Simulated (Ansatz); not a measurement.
**1T (CdI2-type) PtS₂**

Calculation: r²SCANh in Ansatz (PAW).

Settings: plane-wave cutoff 520 eV, 9×9×6 k mesh (along the axes of the cell as run), Fermi–Dirac smearing 0.01 eV, scalar-relativistic PAW data made under PBE.

Cell (measured lattice):

Space group P-3m1 (No. 164); a = b = 3.5420 Å, c = 5.0430 Å, α = β = 90.00°, γ = 120.00°

| atom | site | symmetry | x | y | z |
|---|---|---|---|---|---|
| Pt | 1a | -3m. | 0.0000 | 0.0000 | 0.0000 |
| S | 2d | 3m. | 0.3333 | 0.6667 | 0.2408 |

```
Property                                       Value
-------------------------------------------  -------
band gap                                     1.18 eV
smallest direct gap on the k points sampled  1.60 eV
direct gap at Γ                              2.72 eV
```

Note: cell and atoms aren't relaxed at this level (pressure 2.0 GPa).

Spin–orbit coupling is not included.

Computing time: about 8 core-minutes (a rough figure).

Ansatz is a quantum-chemistry and plane-wave program.
